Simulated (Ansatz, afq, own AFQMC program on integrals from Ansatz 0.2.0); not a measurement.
# NH4+ (singlet): quantum Monte Carlo beside coupled cluster at distance N1–H4 = 1.024 Å, 6-31G

How near does AFQMC come to the top of the ladder for NH4+ (singlet)?

Computed with Ansatz 0.2.0, Gaussian basis, and an in-house AFQMC program (afq) on its integrals; all values are calculated. Level: 6-31G, frozen cores.

To be run: Full CI; PBE (unrestricted); r2SCAN (unrestricted); PBE0 (unrestricted); B3LYP (unrestricted); wB97M-V (unrestricted); B2PLYP (unrestricted); CCSD(T) on RHF; Full CI; CCSDT(Q) on RHF; CCSDTQ on RHF; Phaseless AFQMC, CISD trial on RHF; Phaseless AFQMC, single-determinant trial on RHF; Free-projection AFQMC, CISD trial on RHF; UHF.

2 further runs of the same task are left out: 2 that didn't finish.

### Step 1. The geometry

The geometry derives from a PBE0/def2-TZVP stationary point (not a proven minimum). One bond is set to the value named and the two fragments are kept rigid.

5 atoms, charge 1, spin multiplicity 1.

Atoms are counted from 1 here; the program's logs count them from 0.

Bond lengths: N1–H2 1.024 Å, N1–H3 1.024 Å, N1–H4 1.024 Å, N1–H5 1.024 Å. Angles: H2–N1–H3 109.5°, H2–N1–H4 109.5°, H2–N1–H5 109.5°, H3–N1–H4 109.5°, H3–N1–H5 109.5°, H4–N1–H5 109.5°.

### Step 2. Full CI

File in.yaml:

```yaml
crystal:
  periodic: [false, false, false]
  atoms:
    - {symbol: N, position_ang: [0.000000, 0.000000, 0.000000]}
    - {symbol: H, position_ang: [0.590343, 0.592302, 0.590214]}
    - {symbol: H, position_ang: [-0.592921, -0.588246, 0.591684]}
    - {symbol: H, position_ang: [-0.588983, 0.589598, -0.594267]}
    - {symbol: H, position_ang: [0.591561, -0.593654, -0.587631]}
basis:
  gaussian: {orbitals: 6-31G}
total_charge: 1
correlation: {method: fci, electrons: outside_noble_gas}
```

Run with:

```console
$ ansatz run in.yaml --threads 1 --pin off --events-out ev --progress --plain --max-ram 24576MiB --backend cuda --devices 0, --max-vram 18GiB
```

Standard output:

```text
Functional definition: HF
  name "HF"
  cite "Fock, Z. Phys. 61, 126 (1930) doi:10.1007/BF01340294"
  parent pbe
  exchange = exact_x
  correlation = 0
402 factors; integrals over basis functions are off by at most 1.9e-8 eV
mean field evaluation 1: about -1534.4401 eV, gradient 4.3e1 eV
mean field evaluation 2: about -1534.4369 eV, gradient 4.3e1 eV
mean field evaluation 4: about -1537.8764 eV, gradient 1.2e0 eV
mean field evaluation 8: about -1537.8800 eV, gradient 1.5e-6 eV
mean field -1537.88003739 eV, -56.5160489614 hartree, gradient 1.1e-6 eV, S^2 0.000000; 0 other end points of the search recorded, 0 dependent functions left out
1 core orbitals not correlated: weight in the atoms' cores, before any rotation towards them, 1.000 or more for the frozen orbitals, at most 0.000 for the correlated occupied ones
reference -1537.88003739 eV, -56.5160489614 hartree; 4, 4 occupied and 12, 12 virtual orbitals, 402 factors
state -1541.53561995 eV, -56.6503891428 hartree
Total energy: -1541.53561995 eV, -56.6503891428 hartree
```

Wall time 9 s (1 × NVIDIA H100 80GB HBM3 with 1 thread of AMD EPYC 7R13 (Zen 3), shared host); peak host memory 1.5 GiB.

From the report: 828,944 determinants, symmetry A1.

### Step 3. PBE (unrestricted)

Edit in.yaml of step 2 so:

```diff
@@ -11,2 +11,4 @@
 total_charge: 1
-correlation: {method: fci, electrons: outside_noble_gas}
+magnetization: {spin_polarized: true, initial_magnetization: 0}
+hamiltonian: {xc: {name: PBE}}
+output: {orbitals: {seedname: orbitals}}
```

Run with:

```console
$ ansatz run in.yaml --threads 1 --pin off --events-out ev --progress --plain --max-ram 8192MiB --backend cpu
```

Standard output:

```text
Functional definition: PBE
  name "PBE"
  cite "Perdew, Burke & Ernzerhof, Phys. Rev. Lett. 77, 3865 (1996) doi:10.1103/PhysRevLett.77.3865"
  parent pbe
  parameter kappa = 0.804
  parameter beta = 0.06672455060314922
  exchange = pbe_x(kappa = kappa, mu = beta*pi^2/3)
  correlation = pbe_c(beta = beta)
260 factors; integrals over basis functions are off by at most 2.3e-4 eV
mean field evaluation 1: about -1530.8076 eV, gradient 6.2e1 eV
mean field evaluation 2: about -1514.8149 eV, gradient 8.0e1 eV
mean field evaluation 4: about -1545.8868 eV, gradient 2.4e-1 eV
mean field evaluation 8: about -1545.8754 eV, gradient 5.6e-4 eV
mean field -1545.87537566 eV, -56.8098722237 hartree, gradient 2.2e-5 eV, S^2 0.000000; 0 other end points of the search recorded, 0 dependent functions left out
reference -1545.87538792 eV, -56.8098726742 hartree; 5, 5 occupied and 12, 12 virtual orbitals, 260 factors
Total energy: -1545.87538792 eV, -56.8098726742 hartree
```

Run time: 0.33 s. Hardware: 1 thread of AMD EPYC 7R13 (Zen 3), shared host; peak memory 1.5 GiB.

From the report: ⟨S²⟩ of the determinant 0.000 (pure singlet: 0.00).

### Step 4. r2SCAN (unrestricted)

Edit in.yaml of step 3 so:

```diff
@@ -12,3 +12,2 @@
 magnetization: {spin_polarized: true, initial_magnetization: 0}
-hamiltonian: {xc: {name: PBE}}
-output: {orbitals: {seedname: orbitals}}
+hamiltonian: {xc: {name: r2SCAN}}
```

Same command.

Standard output:

```text
Functional definition: r2SCAN
  name "r2SCAN"
  cite "Furness, Kaplan, Ning, Perdew & Sun, J. Phys. Chem. Lett. 11, 8208 (2020) doi:10.1021/acs.jpclett.0c02405"
  cite "Furness, Kaplan, Ning, Perdew & Sun, J. Phys. Chem. Lett. 11, 9248 (2020) doi:10.1021/acs.jpclett.0c03077"
  parent r2scan
  parameter k0 = 0.174
  parameter k1 = 0.065
  parameter a1 = 4.9479
  exchange = r2scan_x(k0 = k0, k1 = k1, a1 = a1)
  correlation = r2scan_c
260 factors; integrals over basis functions are off by at most 2.3e-4 eV
mean field evaluation 1: about -1534.3024 eV, gradient 5.7e1 eV
mean field evaluation 2: about -1526.6607 eV, gradient 6.7e1 eV
mean field evaluation 4: about -1546.8981 eV, gradient 6.8e-2 eV
mean field evaluation 8: about -1546.8869 eV, gradient 1.2e-3 eV
mean field -1546.88688215 eV, -56.8470444014 hartree, gradient 2.3e-5 eV, S^2 0.000000; 0 other end points of the search recorded, 0 dependent functions left out
reference -1546.88688590 eV, -56.8470445392 hartree; 5, 5 occupied and 12, 12 virtual orbitals, 260 factors
Total energy: -1546.88688590 eV, -56.8470445392 hartree
```

It took 0.67 s on 1 thread of AMD EPYC 7R13 (Zen 3), shared host; peak memory 1.5 GiB.

From the report: ⟨S²⟩ of the determinant 0.000 (pure singlet: 0.00).

### Step 5. PBE0 (unrestricted)

Edit in.yaml of step 4 so:

```diff
@@ -12,2 +12,3 @@
 magnetization: {spin_polarized: true, initial_magnetization: 0}
-hamiltonian: {xc: {name: r2SCAN}}
+hamiltonian: {xc: {name: PBE0}}
+output: {orbitals: {seedname: orbitals}}
```

Same command.

Standard output:

```text
Functional definition: PBE0
  name "PBE0"
  cite "Adamo & Barone, J. Chem. Phys. 110, 6158 (1999) doi:10.1063/1.478522"
  cite "Perdew, Burke & Ernzerhof, Phys. Rev. Lett. 77, 3865 (1996) doi:10.1103/PhysRevLett.77.3865"
  parent pbe
  parameter a = 0.25
  parameter kappa = 0.804
  parameter beta = 0.06672455060314922
  exchange = (1 - a)*pbe_x(kappa = kappa, mu = beta*pi^2/3) + a*exact_x
  correlation = pbe_c(beta = beta)
260 factors; integrals over basis functions are off by at most 2.3e-4 eV
mean field evaluation 1: about -1535.6233 eV, gradient 5.2e1 eV
mean field evaluation 2: about -1532.6589 eV, gradient 5.6e1 eV
mean field evaluation 4: about -1546.0586 eV, gradient 1.9e-2 eV
mean field evaluation 8: about -1546.0484 eV, gradient 7.0e-4 eV
mean field -1546.04835132 eV, -56.8162289619 hartree, gradient 5.4e-5 eV, S^2 0.000000; 0 other end points of the search recorded, 0 dependent functions left out
reference -1546.04836080 eV, -56.8162293103 hartree; 5, 5 occupied and 12, 12 virtual orbitals, 260 factors
Total energy: -1546.04836080 eV, -56.8162293103 hartree
```

Wall time 0.34 s (1 thread of AMD EPYC 7R13 (Zen 3), shared host); peak memory 1.5 GiB.

From the report: ⟨S²⟩ of the determinant 0.000 (pure singlet: 0.00).

### Step 6. B3LYP (unrestricted)

Edit in.yaml of step 5 so:

```diff
@@ -12,3 +12,2 @@
 magnetization: {spin_polarized: true, initial_magnetization: 0}
-hamiltonian: {xc: {name: PBE0}}
-output: {orbitals: {seedname: orbitals}}
+hamiltonian: {xc: {name: B3LYP}}
```

Launched as before.

Standard output, cut to the lines that bear on the results:

```text
Functional definition: B3LYP
  name "B3LYP"
  cite "Stephens, Devlin, Chabalowski & Frisch, J. Phys. Chem. 98, 11623 (1994) doi:10.1021/j100096a001"
  cite "Becke, Phys. Rev. A 38, 3098 (1988) doi:10.1103/PhysRevA.38.3098"
  cite "Lee, Yang & Parr, Phys. Rev. B 37, 785 (1988) doi:10.1103/PhysRevB.37.785"
  cite "Vosko, Wilk & Nusair, Can. J. Phys. 58, 1200 (1980) doi:10.1139/p80-159"
[...]
260 factors; integrals over basis functions are off by at most 2.3e-4 eV
[...]
mean field -1547.94734743 eV, -56.8860157817 hartree, gradient 4.7e-5 eV, S^2 0.000000; 0 other end points of the search recorded, 0 dependent functions left out
reference -1547.94744926 eV, -56.8860195238 hartree; 5, 5 occupied and 12, 12 virtual orbitals, 260 factors
Total energy: -1547.94744926 eV, -56.8860195238 hartree
```

Wall time 0.33 s (1 thread of AMD EPYC 7R13 (Zen 3), shared host); peak memory 1.5 GiB.

From the report: ⟨S²⟩ of the determinant 0.000 (pure singlet: 0.00).

### Step 7. wB97M-V (unrestricted)

Edit in.yaml of step 6 so:

```diff
@@ -12,2 +12,3 @@
 magnetization: {spin_polarized: true, initial_magnetization: 0}
-hamiltonian: {xc: {name: B3LYP}}
+hamiltonian: {xc: {name: wB97M-V}}
+output: {orbitals: {seedname: orbitals}}
```

Same command.

Standard output, cut to the lines that bear on the results:

```text
Functional definition: wB97M-V
  name "wB97M-V"
  cite "Mardirossian & Head-Gordon, J. Chem. Phys. 144, 214110 (2016) doi:10.1063/1.4952647"
  cite "Becke, J. Chem. Phys. 107, 8554 (1997) doi:10.1063/1.475007"
  cite "Vydrov & Van Voorhis, J. Chem. Phys. 133, 244103 (2010) doi:10.1063/1.3521275"
  # Of w^i u^j: cxij and so on, Table III.
[...]
  gx(w, u) = 1 - cx + cx01*u + cx10*w
  gss(w, u) = css00 + css04*u^4 + css10*w + css20*w^2 + css43*w^4*u^3
  gos(w, u) = cos00 + cos10*w + (cos20 + cos21*u)*w^2 + (cos60 + cos61*u)*w^6
[...]
      + integral(e_c_pw_mod_opposite_spin*gos(b97_w_opposite, b97_u_opposite)) + vv10(b, c)
260 factors; integrals over basis functions are off by at most 2.3e-4 eV
91 factors; integrals over basis functions are off by at most 5.5e-6 eV
[...]
mean field -1546.85445318 eV, -56.8458526586 hartree, gradient 4.4e-5 eV, S^2 0.000000; 0 other end points of the search recorded, 0 dependent functions left out
reference -1546.85446915 eV, -56.8458532456 hartree; 5, 5 occupied and 12, 12 virtual orbitals, 260 factors
Total energy: -1546.85446915 eV, -56.8458532456 hartree
```

Wall time 1.1 s (1 thread of AMD EPYC 7R13 (Zen 3), shared host); peak memory 1.5 GiB.

From the report: ⟨S²⟩ of the determinant 0.000 (pure singlet: 0.00).

### Step 8. B2PLYP (unrestricted)

Edit in.yaml of step 7 so:

```diff
@@ -12,3 +12,3 @@
 magnetization: {spin_polarized: true, initial_magnetization: 0}
-hamiltonian: {xc: {name: wB97M-V}}
-output: {orbitals: {seedname: orbitals}}
+hamiltonian: {xc: {name: B2PLYP}}
+correlation: {electrons: outside_noble_gas}
```

Same command.

Standard output, cut to the lines that bear on the results:

```text
Functional definition: B2PLYP
  name "B2PLYP"
  cite "Grimme, J. Chem. Phys. 124, 034108 (2006) doi:10.1063/1.2148954"
  cite "Becke, Phys. Rev. A 38, 3098 (1988) doi:10.1103/PhysRevA.38.3098"
  cite "Lee, Yang & Parr, Phys. Rev. B 37, 785 (1988) doi:10.1103/PhysRevB.37.785"
[...]
260 factors; integrals over basis functions are off by at most 2.3e-4 eV
[...]
mean field -1544.46575956 eV, -56.7580697874 hartree, gradient 2.4e-6 eV, S^2 0.000000; 0 other end points of the search recorded, 0 dependent functions left out
1 core orbitals not correlated: weight in the atoms' cores, before any rotation towards them, 1.000 or more for the frozen orbitals, at most 0.000 for the correlated occupied ones
reference -1544.46582497 eV, -56.7580721912 hartree; 4, 4 occupied and 12, 12 virtual orbitals, 260 factors
second order -3.90102625 eV of doubles, -0.00000000 eV of singles
Total energy: -1545.51910206 eV, -56.7967794103 hartree
```

Wall time 0.4 s (1 thread of AMD EPYC 7R13 (Zen 3), shared host); peak memory 1.5 GiB.

From the report: ⟨S²⟩ of the determinant 0.000 (pure singlet: 0.00).

### Step 9. CCSD(T) on RHF

Edit in.yaml of step 8 so:

```diff
@@ -11,4 +11,3 @@
 total_charge: 1
-magnetization: {spin_polarized: true, initial_magnetization: 0}
-hamiltonian: {xc: {name: B2PLYP}}
-correlation: {electrons: outside_noble_gas}
+magnetization: {spin_polarized: false}
+correlation: {method: ccsd_t, electrons: outside_noble_gas, hamiltonian_folder: ham}
```

Run with:

```console
$ ansatz run in.yaml --threads 1 --pin off --events-out ev --progress --plain --max-ram 24576MiB --backend cuda --devices 0, --max-vram 18GiB
```

Standard output, cut to the lines that bear on the results:

```text
Functional definition: HF
  name "HF"
  cite "Fock, Z. Phys. 61, 126 (1930) doi:10.1007/BF01340294"
  parent pbe
[...]
260 factors; integrals over basis functions are off by at most 2.3e-4 eV
[...]
mean field -1537.88006243 eV, -56.5160498819 hartree, gradient 3.0e-6 eV, S^2 0.000000; 0 other end points of the search recorded, 0 dependent functions left out
1 core orbitals not correlated: weight in the atoms' cores, before any rotation towards them, 1.000 or more for the frozen orbitals, at most 0.000 for the correlated occupied ones
reference -1537.88006243 eV, -56.5160498819 hartree; 4, 4 occupied and 12, 12 virtual orbitals, 260 factors
second order -3.19798125 eV of doubles, -0.00000000 eV of singles
cycle   1  -3.45618911 eV  change   -2.6e-1 eV  update   3.7e-2
[...]
cycle   7  -3.60888712 eV  change   -7.8e-6 eV  update   3.3e-6
perturbative correction -0.03613323 eV, -0.0013278719 hartree
Total energy: -1541.52508279 eV, -56.6500019091 hartree
```

Wall time 6 s (1 × NVIDIA H100 80GB HBM3 with 1 thread of AMD EPYC 7R13 (Zen 3), shared host); peak host memory 1.5 GiB.

From the report: correlation -3.6450 eV; T1 0.006; largest double amplitude 0.04.

This run also writes the integrals to the folder ham.

### Step 10. Full CI

File in.yaml:

```yaml
hamiltonian:
  integrals:
    folder: ../ham
correlation: {method: fci}
```

The command is unchanged.

Standard output:

```text
Functional definition: HF
  name "HF"
  cite "Fock, Z. Phys. 61, 126 (1930) doi:10.1007/BF01340294"
  parent pbe
  exchange = exact_x
  correlation = 0
reference -1537.88006243 eV, -56.5160498819 hartree; 4, 4 occupied and 12, 12 virtual orbitals, 260 factors
state -1541.53563388 eV, -56.6503896547 hartree
Total energy: -1541.53563388 eV, -56.6503896547 hartree
```

Run time: 6 s. Hardware: 1 × NVIDIA H100 80GB HBM3 with 1 thread of AMD EPYC 7R13 (Zen 3), shared host; peak host memory 1.5 GiB.

From the report: 828,944 determinants.

### Step 11. CCSDT(Q) on RHF

File in.yaml:

```yaml
crystal:
  periodic: [false, false, false]
  atoms:
    - {symbol: N, position_ang: [0.000000, 0.000000, 0.000000]}
    - {symbol: H, position_ang: [0.590343, 0.592302, 0.590214]}
    - {symbol: H, position_ang: [-0.592921, -0.588246, 0.591684]}
    - {symbol: H, position_ang: [-0.588983, 0.589598, -0.594267]}
    - {symbol: H, position_ang: [0.591561, -0.593654, -0.587631]}
basis:
  gaussian: {orbitals: 6-31G}
total_charge: 1
magnetization: {spin_polarized: false}
correlation: {method: ccsdt_q, electrons: outside_noble_gas}
```

The command is unchanged.

Standard output, cut to the lines that bear on the results:

```text
Functional definition: HF
  name "HF"
  cite "Fock, Z. Phys. 61, 126 (1930) doi:10.1007/BF01340294"
  parent pbe
[...]
402 factors; integrals over basis functions are off by at most 1.9e-8 eV
[...]
mean field -1537.88003739 eV, -56.5160489614 hartree, gradient 1.1e-6 eV, S^2 0.000000; 0 other end points of the search recorded, 0 dependent functions left out
1 core orbitals not correlated: weight in the atoms' cores, before any rotation towards them, 1.000 or more for the frozen orbitals, at most 0.000 for the correlated occupied ones
reference -1537.88003739 eV, -56.5160489614 hartree; 4, 4 occupied and 12, 12 virtual orbitals, 402 factors
second order -3.19804904 eV of doubles, -0.00000000 eV of singles
cycle   1  -3.45621923 eV  change   -2.6e-1 eV  update   3.9e-2
[...]
cycle   9  -3.64828663 eV  change   -6.9e-7 eV  update   4.9e-7
perturbative correction -0.00724952 eV, -0.0002664148 hartree
Total energy: -1541.53557354 eV, -56.6503874372 hartree
```

Wall time 4 s (1 × NVIDIA H100 80GB HBM3 with 1 thread of AMD EPYC 7R13 (Zen 3), shared host); peak host memory 1.5 GiB.

From the report: correlation -3.6555 eV; T1 0.006; largest double amplitude 0.04.

### Step 12. CCSDTQ on RHF

Edit in.yaml of step 11 so:

```diff
@@ -12,2 +12,2 @@
 magnetization: {spin_polarized: false}
-correlation: {method: ccsdt_q, electrons: outside_noble_gas}
+correlation: {method: ccsdtq, electrons: outside_noble_gas}
```

Same command.

Standard output, cut to the lines that bear on the results:

```text
Functional definition: HF
  name "HF"
  cite "Fock, Z. Phys. 61, 126 (1930) doi:10.1007/BF01340294"
  parent pbe
[...]
402 factors; integrals over basis functions are off by at most 1.9e-8 eV
[...]
mean field -1537.88003739 eV, -56.5160489614 hartree, gradient 1.1e-6 eV, S^2 0.000000; 0 other end points of the search recorded, 0 dependent functions left out
1 core orbitals not correlated: weight in the atoms' cores, before any rotation towards them, 1.000 or more for the frozen orbitals, at most 0.000 for the correlated occupied ones
reference -1537.88003739 eV, -56.5160489614 hartree; 4, 4 occupied and 12, 12 virtual orbitals, 402 factors
second order -3.19804904 eV of doubles, -0.00000000 eV of singles
cycle   1  -3.45621910 eV  change   -2.6e-1 eV  update   3.9e-2
[...]
cycle  10  -3.65526970 eV  change   -5.9e-8 eV  update   1.2e-7
Total energy: -1541.53530708 eV, -56.6503776452 hartree
```

Wall time 3.5 s (1 × NVIDIA H100 80GB HBM3 with 1 thread of AMD EPYC 7R13 (Zen 3), shared host); peak host memory 1.5 GiB.

From the report: correlation -3.6553 eV; T1 0.006; largest double amplitude 0.04.

### Step 13. Phaseless AFQMC, CISD trial on RHF

It reads the integrals that the CCSD(T) run on this determinant wrote.

Run with:

```console
$ afq ham --method phaseless --trial cisd --walkers 4000 --populations 20 --least-time 60 --time-step 0.005 --steps-per-block 50 --equilibration-blocks 28 --max-blocks 4000 --target-error 0.00017 --factor-cut 1e-05 --seed 5630 --release-times 0.24,0.51,0.99,1.62,2.4 --release-step 0.03 --release-every 3 --taylor-order 6
```

Standard output:

```text
orbitals 16  electrons 4 4  factors 107 of 260
reference energy -56.51604988 Eh
CCSD correlation -0.13262408 Eh in 8 cycles, weight of the determinant in the CISD state 0.9513
energy of the start -56.648664 Eh
 block  time / (1/Eh)  mean weight  energy / Eh
     1     0.250  1.0000  -56.647734
     2     0.500  1.0000  -56.648682
     3     0.750  0.9999  -56.649308
     4     1.000  0.9998  -56.649645
     5     1.250  1.0002  -56.649873
     6     1.500  0.9999  -56.650100
     7     1.750  0.9999  -56.650163
     8     2.000  1.0000  -56.650054
     9     2.250  0.9998  -56.650313
    10     2.500  1.0000  -56.650389
    11     2.750  0.9999  -56.650290
    12     3.000  0.9998  -56.650030
    13     3.250  1.0000  -56.650103
    14     3.500  1.0000  -56.649755
    15     3.750  1.0000  -56.650003
    16     4.000  1.0000  -56.650131
    17     4.250  1.0002  -56.650106
    18     4.500  1.0000  -56.650327
    19     4.750  0.9999  -56.649972
    20     5.000  1.0000  -56.649753
    21     5.250  1.0000  -56.650226
    22     5.500  0.9999  -56.650438
    23     5.750  0.9999  -56.650229
    24     6.000  0.9998  -56.650293
    25     6.250  0.9997  -56.650045
    26     6.500  1.0001  -56.649966
    27     6.750  1.0000  -56.650701
    28     7.000  1.0002  -56.650570
    29     7.250  1.0001  -56.650560
    30     7.500  1.0002  -56.650193
    31     7.750  0.9999  -56.650297
    32     8.000  0.9998  -56.650379
    33     8.250  0.9997  -56.650423
    34     8.500  1.0000  -56.651257
    35     8.750  1.0001  -56.650558
    36     9.000  1.0001  -56.650608
    37     9.250  0.9999  -56.650343
    38     9.500  0.9998  -56.650416
    39     9.750  0.9996  -56.650656
    40    10.000  1.0001  -56.650281
    41    10.250  0.9998  -56.650464
    42    10.500  1.0001  -56.650277
    43    10.750  0.9999  -56.650576
    44    11.000  1.0001  -56.650153
    45    11.250  0.9998  -56.649928
    46    11.500  0.9999  -56.649889
    47    11.750  1.0000  -56.650095
    48    12.000  0.9999  -56.650069
    49    12.250  1.0000  -56.650155
    50    12.500  0.9999  -56.650128
    51    12.750  0.9999  -56.650715
    52    13.000  0.9999  -56.650428
    53    13.250  0.9999  -56.650547
    54    13.500  0.9999  -56.650641
    55    13.750  1.0001  -56.650593
    56    14.000  0.9999  -56.650227
    57    14.250  0.9999  -56.650387
    58    14.500  1.0002  -56.650892
    59    14.750  1.0000  -56.650667
    60    15.000  1.0002  -56.650070
    61    15.250  0.9999  -56.650063
    62    15.500  0.9999  -56.649948
    63    15.750  0.9999  -56.650338
    64    16.000  0.9999  -56.650450
    65    16.250  0.9999  -56.650022
    66    16.500  0.9998  -56.650183
    67    16.750  0.9999  -56.650255
    68    17.000  0.9999  -56.650822
    69    17.250  0.9999  -56.650341
    70    17.500  0.9998  -56.650038
    71    17.750  1.0002  -56.650234
    72    18.000  1.0002  -56.650418
    73    18.250  1.0001  -56.650659
    74    18.500  1.0002  -56.650151
    75    18.750  1.0002  -56.650671
    76    19.000  0.9997  -56.650655
    77    19.250  1.0001  -56.650535
    78    19.500  0.9999  -56.650196
error from the spread of 20 populations
released: time / (1/Eh)  energy / Eh  error  mean overlap
  0.24  -56.650424  0.000045  0.9968
  0.51  -56.650436  0.000041  0.9956
  0.99  -56.650456  0.000043  0.9941
  1.62  -56.650366  0.000036  0.9953
  2.40  -56.650410  0.000039  0.9936
energy -56.650377 +/- 0.000080 Eh
```

Run time: 12 s. Hardware: 1 × NVIDIA H100 80GB HBM3 with 2 threads of AMD EPYC 7R13 (Zen 3), shared host; peak host memory 1.5 GiB.

Energy -1541.5353 ± 0.0022 eV. Caveats: constraint bias not in the error.

[end of part 1 of 2]
